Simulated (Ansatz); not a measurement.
# C₂H₇Al: how energies converge with the basis set

One table from this session's results is given with a row withheld; the runs are named, their logs left out.

Computed with Ansatz 0.2.0, Gaussian basis. Level: one geometry, several basis sets.

The runs, in order: PBE0-D4/def2-SVP; ωB97M-V/def2-SVP; PBE0-D4/def2-QZVPP; ωB97M-V/def2-QZVPP; CCSD(T)/cc-pV(D+d)Z; CCSD(T)/cc-pV(T+d)Z; CCSD(T)/cc-pV(Q+d)Z; the functionals' def2-TZVPP values are taken from earlier runs.

**Structure used throughout**

The geometry comes from an earlier relaxation with PBE0-D4 in a triple-zeta def2 set; it is a stationary point, not always the lowest conformer.

SMILES `C[CH2][AlH2]`, 10 atoms, charge 0, spin multiplicity 1.

Atoms are counted from 1 here; the program's logs count them from 0.

Bond lengths: C1–C2 1.528 Å, C1–H4 1.094 Å, C1–H5 1.093 Å, C1–H6 1.093 Å, C2–Al3 1.958 Å, C2–H7 1.099 Å, C2–H8 1.099 Å, Al3–H9 1.592 Å, Al3–H10 1.592 Å. Angles: C2–C1–H4 112.2°, C2–C1–H5 111.7°, C2–C1–H6 111.7°, H4–C1–H5 107.2°, H4–C1–H6 107.2°, H5–C1–H6 106.6°, C1–C2–Al3 116.9°, C1–C2–H7 110.4°, C1–C2–H8 110.4°, Al3–C2–H7 107.2°, Al3–C2–H8 107.3°, H7–C2–H8 103.9°, C2–Al3–H9 119.8°, C2–Al3–H10 121.0°, H9–Al3–H10 119.2°.

The first run:

File in.yaml:

```yaml
crystal:
  periodic: [false, false, false]
  atoms:
    - {symbol: C, position_ang: [-0.939219, 0.315047, -0.881134]}
    - {symbol: C, position_ang: [-0.218483, -0.592528, 0.114157]}
    - {symbol: Al, position_ang: [1.379366, 0.134923, 0.981727]}
    - {symbol: H, position_ang: [-1.818682, -0.166814, -1.319127]}
    - {symbol: H, position_ang: [-0.285543, 0.607107, -1.707450]}
    - {symbol: H, position_ang: [-1.279366, 1.241203, -0.409981]}
    - {symbol: H, position_ang: [0.075942, -1.534228, -0.370351]}
    - {symbol: H, position_ang: [-0.905844, -0.910130, 0.910723]}
    - {symbol: H, position_ang: [2.176552, -0.747570, 2.039490]}
    - {symbol: H, position_ang: [1.898279, 1.601791, 0.644746]}
basis:
  gaussian: {orbitals: def2-SVP}
hamiltonian: {xc: pbe0, dispersion: d4}
output: {orbitals: {seedname: orbitals}}
```

Command:

```console
> ansatz run in.yaml --threads 2 --pin off --events-out ev --progress --plain --max-ram 32768MiB --backend cpu
```

Among the steps run: PBE0-D4 in def2-SVP; ωB97M-V in def2-SVP; PBE0-D4 in def2-QZVPP; ωB97M-V in def2-QZVPP.

One of the session's tables, all rows but one given; the rest of the session is left out.

```
functional       basis  HOMO (eV)  LUMO (eV)
   PBE0-D4    def2-SVP      -7.53      -1.27
   PBE0-D4  def2-TZVPP      -7.54      -1.30
   PBE0-D4  def2-QZVPP      -7.54      -1.34
   ωB97M-V    def2-SVP      -9.73       0.39
   ωB97M-V  def2-TZVPP          ?          ?
   ωB97M-V  def2-QZVPP      -9.76       0.07
```

Estimate the missing values for ωB97M-V, def2-TZVPP.

**Answer.** HOMO (eV): -9.76; LUMO (eV): 0.26.
